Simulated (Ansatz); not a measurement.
C6H12 can be A, `C=C(C)C(C)C`, or B, `C/C=C/C(C)C`.

Calculated with Ansatz (gas phase, PBE0-D4/def2-TZVP geometries, no zero-point term in ΔE). CCSD(T)/CBS is the MP2 limit (def2-TZVPP, def2-QZVPP) plus CCSD(T) − MP2 in def2-TZVPP, frozen cores. Functionals use def2-TZVPP. Each species was taken in one conformer, which may not be the lowest.

(1) Which is lower in electronic energy at CCSD(T)/CBS, and by how much? (Best estimate.)

(2) Give E(B) − E(A) in kcal/mol with ωB97M-V, BLYP-D4, PBE0-D4, CCSD/def2-TZVPP, r2SCAN-D4, B2PLYP, MP2/def2-TZVPP. (Estimate.)

Largest T1 diagnostic: 0.009.

Answers

(1) Computed: A, by 0.6 kcal/mol.

(2) The calculation gave: ωB97M-V 0.5, BLYP-D4 0.5, PBE0-D4 0.1, CCSD/def2-TZVPP 0.4, r2SCAN-D4 0.1, B2PLYP -0.1, MP2/def2-TZVPP 0.9. None reverses the order clearly.

In def2-TZVPP, CCSD(T) changes the Hartree–Fock value by +1.4 kcal/mol (the triples alone add +0.2 kcal/mol) and MP2 by +1.7 kcal/mol. The D4 term adds +1.1 kcal/mol with B3LYP and +0.6 kcal/mol with PBE0; it sums over pairs of atoms, weighted by their polarisabilities, and B3LYP, whose exchange is more repulsive, gets the larger term.

B3LYP here is the variant with VWN-RPA as its local correlation; programs differ in this.
